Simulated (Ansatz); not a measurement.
The input, for Ansatz 0.2.0:

```yaml
crystal:
  periodic: [false, false, false]
  atoms:
    - {symbol: I, position_ang: [0.000000, -0.031039, 0.000001]}
    - {symbol: H, position_ang: [0.000000, 1.953949, -2.018530]}
    - {symbol: H, position_ang: [0.000000, 1.954032, 2.018450]}
basis:
  gaussian: {orbitals: def2-mTZVP}
total_charge: 1
correlation: {active_space: {window: {electrons: 4, orbitals: 7}, states: [{multiplicity: 1, weights: [0.5, 1]}, {multiplicity: 3, weights: [1]}], root: 1}}
accuracy: high
```

```sh
$ ansatz run in.yaml --threads 1 --pin off --events-out ev --progress --plain --max-ram 2393MiB
```

Output:

```
724 factors; integrals over basis functions are off by at most 2.8e-9 eV
mean field evaluation 1: about -8080.3324 eV, gradient 2.6e1 eV
mean field evaluation 2: about -8080.3348 eV, gradient 2.6e1 eV
mean field evaluation 4: about -8084.8716 eV, gradient 3.4e0 eV
mean field evaluation 8: about -8084.9267 eV, gradient 4.0e-4 eV
mean field evaluation 16: about -8082.2253 eV, gradient 1.9e1 eV
mean field evaluation 32: about -8084.4904 eV, gradient 7.5e0 eV
mean field -8084.92671838 eV, -297.1155767403 hartree, gradient 8.6e-8 eV, S^2 0.000000; 2 other end points of the search recorded, 0 dependent functions left out
reference -8084.92671838 eV, -297.1155767403 hartree; 13, 13 occupied and 29, 29 virtual orbitals, 724 factors
state -8088.68028616 eV, -297.2535178120 hartree
state -8086.42406076 eV, -297.1706030579 hartree
state -8088.05683356 eV, -297.2306063515 hartree
Total energy: -8086.42406076 eV, -297.1706030579 hartree
```

Natural occupations, averaged over the states: 1.3216 1.3158 0.6790 0.6751 0.0038 0.0031 0.0016.

Ran on 1 thread of Arm Neoverse N1, shared host: 6.5 s wall, 0.1 GiB peak host memory.
